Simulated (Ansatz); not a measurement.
Predict the output of the script below (the Python package of Ansatz (0.2.0)).

The script reads `aln.xyz`:
```text
2

Al    0.00000    0.00000    0.00000
N     0.00000    0.00000    1.95000
```

Script `aln.py`:
```python
"""Scalar relativity in AlN(+)."""

import ansatz as az
import numpy as np


def main() -> None:
    molecule = az.Crystal.molecule_from_extxyz("aln.xyz")

    calculation = (
        molecule.calculation()
        .functional("B3LYP")
        .charge(1)
        .spin("collinear", total=3)
        .forces()  # minus the gradient of the free energy
    )
    # a set contracted for a scalar-relativistic Hamiltonian goes with the relativistic run
    sets = {"none": "cc-pVTZ", "scalar": "cc-pVTZ-DK"}
    found = {kind: calculation.basis(gaussian=basis).pseudopotentials(relativity=kind).run(threads=1).report for kind, basis in sets.items()}
    for kind, each in found.items():
        dipole = 4.803205 * np.linalg.norm(each["charge_distribution"]["dipole_moment_e_ang"])
        print(f"{kind:7s} E = {each['free_energy_ev']:.4f} eV  dipole {dipole:.3f} D  largest force component {np.abs(each['forces_ev_ang']).max():.4f} eV/A")
    print(f"relativity lowers the total energy by {found['none']['free_energy_ev'] - found['scalar']['free_energy_ev']:.3f} eV")


if __name__ == "__main__":
    main()
```

```console
$ python aln.py
none    E = -8075.8512 eV  dipole 2.844 D  largest force component 0.7026 eV/A
scalar  E = -8088.6491 eV  dipole 2.825 D  largest force component 0.7226 eV/A
relativity lowers the total energy by 12.798 eV
```

Caveats:
- Total energies depend on the basis set; only differences at equal settings carry meaning.
- The geometry is a force-field or estimated start, not a minimum of this method. The basis set changes with the Hamiltonian (a set recontracted for scalar relativity), and most of the change in the total lies in the cores.
- The run takes the species as open-shell (spin multiplicity 4), which needn't be its ground state.
- An ion's dipole depends on the origin; the program takes it about the centre of nuclear charge.
- b3lyp holds the VWN-RPA fit, as in Gaussian; the form of ORCA and Turbomole is b3lyp5.
- The spin state was assumed, and another may lie lower.
- Wall time of the script: 3 s on 1 thread of Arm Neoverse V1 (shared host), peak memory 0.18 GiB.
